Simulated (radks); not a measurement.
# S³⁺ in [He] 2s2 2p5.5 3s2 3p1 4f0.5: an all-electron calculation

Aim: the levels, the sizes of the orbitals and the parts of the energy of the sulfur ion S3+.

The numbers are computed with radks (a radial shooting solver on a logarithmic mesh, Libxc functionals) version 1 (non-relativistic Kohn-Sham, PBEsol, spin-polarised, spherical densities, point nucleus; open shells are filled with parallel spins first), except any that are marked as measured or tabulated.

## Step 1: The atom as given

| Item | Value |
| --- | --- |
| element | sulfur (Z = 16) |
| charge | +3 |
| electrons | 13 |
| configuration | [He] 2s2 2p5.5 3s2 3p1 4f0.5 |

## Step 2: The run

Input:

```text
Z 16
configuration [He] 2s2 2p5.5 3s2 3p1 4f0.5
relativity non-relativistic
functional pbe_sol,pbe_sol
spin polarised
nucleus point
```

Command:

```
$ python run_ks.py task.json out
```

All runs below come from this command, one after another.

Q: Predict the outcome of this run.

The runs gave:

```
                        quantity                   value
                    total energy      -391.19288 hartree
exchange-correlation share of it                  5.87 %
                            −T/E                  0.9988
          highest occupied level       4f up, -11.000 eV
    most extended occupied level  4f up, <r> = 4.48 bohr
 radius at density 0.001 e/bohr³               3.47 bohr
    maxima of the radial density                       3
```

The radial density shows 3 maxima for 4 occupied principal shells; where shells overlap, one shows as a shoulder or not at all. The ratio −T/E is 0.9988; for a non-relativistic Coulomb system it is 1 up to the kinetic part of correlation. This is not the tabulated ground configuration, so its levels and sizes aren't those of the ground state, and no measured value stands beside it.
